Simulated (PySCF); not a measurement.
## Basis-set dependence of population analyses: `CS(C)(=O)=O`

Species: C2H6O2S.
Atom-mapped SMILES: `[CH3:1][S:2]([CH3:3])(=[O:4])=[O:5]` (hydrogens: H6, H7, H8 on C1; H9, H10, H11 on C3)

PBE0 throughout (PySCF), one geometry, spherical d and f functions. Isolated species at its PBE0-D3(BJ)/def2-SVP geometry, gas phase. Atoms taken as equivalent share a column and are averaged.

Mulliken charges (e):

```csv
basis,functions,C1/C3,S2,O4/O5,H6 (×6)
STO-3G,35,-0.361,+1.084,-0.480,+0.100
6-31G,61,-0.740,+1.202,-0.602,+0.247
pcSseg-0,61,-0.845,+1.401,-0.754,+0.299
6-31G*,86,-0.736,+1.152,-0.548,+0.236
def2-SVP,104,-0.125,+0.657,-0.493,+0.096
cc-pVDZ,104,-0.192,+0.744,-0.462,+0.094
aug-cc-pVDZ,173,+0.193,+1.644,-0.910,-0.035
"6-311+G(2d,p)",179,-0.484,+0.680,-0.455,+0.200
def2-TZVP,197,-0.381,+0.728,-0.452,+0.157
cc-pVTZ,238,-0.302,+0.775,-0.457,+0.124
IGLO-III,244,-0.510,+1.183,-0.585,+0.168
```

IAO charges (e):

```
        basis  functions   C1/C3      S2   O4/O5  H6 (×6)
       STO-3G         35  -0.571  +1.460  -0.606   +0.149
        6-31G         61  -0.629  +1.721  -0.816   +0.195
     pcSseg-0         61  -0.635  +1.729  -0.802   +0.191
       6-31G*         86  -0.640  +1.991  -0.890   +0.178
     def2-SVP        104  -0.624  +1.984  -0.887   +0.173
      cc-pVDZ        104  -0.636  +1.976  -0.879   +0.176
  aug-cc-pVDZ        173  -0.638  +1.990  -0.900   +0.181
6-311+G(2d,p)        179  -0.652  +2.038  -0.913   +0.182
    def2-TZVP        197  -0.658  +2.068  -0.920   +0.182
      cc-pVTZ        238  -0.655  +2.038  -0.910   +0.182
     IGLO-III        244  -0.656  +2.058  -0.919   +0.182
```

Hirshfeld charges (e):

```csv
basis,functions,C1/C3,S2,O4/O5,H6 (×6)
STO-3G,35,-0.090,+0.759,-0.375,+0.028
6-31G,61,-0.106,+0.610,-0.401,+0.067
pcSseg-0,61,-0.115,+0.638,-0.383,+0.060
6-31G*,86,-0.100,+0.488,-0.341,+0.065
def2-SVP,104,-0.119,+0.539,-0.340,+0.063
cc-pVDZ,104,-0.116,+0.512,-0.329,+0.063
aug-cc-pVDZ,173,-0.126,+0.506,-0.331,+0.068
"6-311+G(2d,p)",179,-0.118,+0.484,-0.325,+0.067
def2-TZVP,197,-0.121,+0.478,-0.320,+0.067
cc-pVTZ,238,-0.123,+0.492,-0.325,+0.067
IGLO-III,244,-0.125,+0.490,-0.321,+0.067
```

ESP-fitted charges (e):

```json
{"basis": "STO-3G", "functions": "35", "C1/C3": "-0.618", "S2": "+1.363", "O4/O5": "-0.548", "H6 (×6)": "+0.162"}
{"basis": "6-31G", "functions": "61", "C1/C3": "-0.733", "S2": "+1.365", "O4/O5": "-0.671", "H6 (×6)": "+0.240"}
{"basis": "pcSseg-0", "functions": "61", "C1/C3": "-0.833", "S2": "+1.599", "O4/O5": "-0.705", "H6 (×6)": "+0.246"}
{"basis": "6-31G*", "functions": "86", "C1/C3": "-0.672", "S2": "+1.014", "O4/O5": "-0.508", "H6 (×6)": "+0.224"}
{"basis": "def2-SVP", "functions": "104", "C1/C3": "-0.631", "S2": "+1.166", "O4/O5": "-0.558", "H6 (×6)": "+0.202"}
{"basis": "cc-pVDZ", "functions": "104", "C1/C3": "-0.620", "S2": "+1.065", "O4/O5": "-0.521", "H6 (×6)": "+0.203"}
{"basis": "aug-cc-pVDZ", "functions": "173", "C1/C3": "-0.696", "S2": "+1.065", "O4/O5": "-0.529", "H6 (×6)": "+0.231"}
{"basis": "6-311+G(2d,p)", "functions": "179", "C1/C3": "-0.679", "S2": "+0.996", "O4/O5": "-0.508", "H6 (×6)": "+0.230"}
{"basis": "def2-TZVP", "functions": "197", "C1/C3": "-0.688", "S2": "+1.036", "O4/O5": "-0.513", "H6 (×6)": "+0.228"}
{"basis": "cc-pVTZ", "functions": "238", "C1/C3": "-0.674", "S2": "+1.014", "O4/O5": "-0.507", "H6 (×6)": "+0.225"}
{"basis": "IGLO-III", "functions": "244", "C1/C3": "-0.678", "S2": "+0.981", "O4/O5": "-0.498", "H6 (×6)": "+0.229"}
```

Some averages cover members that differ in this geometry, most widely: H6 (×6), Mulliken in 6-31G +0.236 to +0.268; H6 (×6), Mulliken in pcSseg-0 +0.289 to +0.319; H6 (×6), Mulliken in 6-31G* +0.227 to +0.254; H6 (×6), ESP-fitted in 6-31G +0.232 to +0.257 e.

Question: Which scheme is steadiest as the basis changes?

Answer: Largest range over the bases for any column: Hirshfeld 0.28 e, IAO 0.61 e, ESP-fitted 0.62 e, Mulliken 1.04 e. Hirshfeld charges move least and Mulliken charges most, counted in e. Without the minimal STO-3G basis the ranges are Hirshfeld 0.16, IAO 0.35, ESP-fitted 0.62, Mulliken 1.04 e.

Question: How much do the charges still move between the two largest bases, cc-pVTZ and IGLO-III?

Answer: At most, over all atoms: Mulliken 0.408 e, IAO 0.020 e, Hirshfeld 0.004 e, ESP-fitted 0.033 e.

Question: What do the same runs give for the total energy, the frontier levels and the dipole moment?

Answer: 
```tsv
basis	energy (Eh)	HOMO (eV)	LUMO (eV)	μ (D)
STO-3G	-620.3212	-2.94	5.73	3.23
6-31G	-627.7107	-8.18	1.62	5.59
pcSseg-0	-626.8204	-8.11	1.41	5.07
6-31G*	-627.9902	-8.20	1.93	4.56
def2-SVP	-627.7035	-8.17	1.28	4.51
cc-pVDZ	-628.0069	-8.04	1.31	4.40
aug-cc-pVDZ	-628.0410	-8.36	-0.39	4.69
6-311+G(2d,p)	-628.1239	-8.47	-0.09	4.69
def2-TZVP	-628.1660	-8.44	0.72	4.54
cc-pVTZ	-628.1423	-8.34	0.72	4.53
IGLO-III	-628.1607	-8.46	0.32	4.57
```

The dipole is fixed by the density alone, so its range of 2.36 D shows that the density itself changes with the basis, not only its division among atoms.
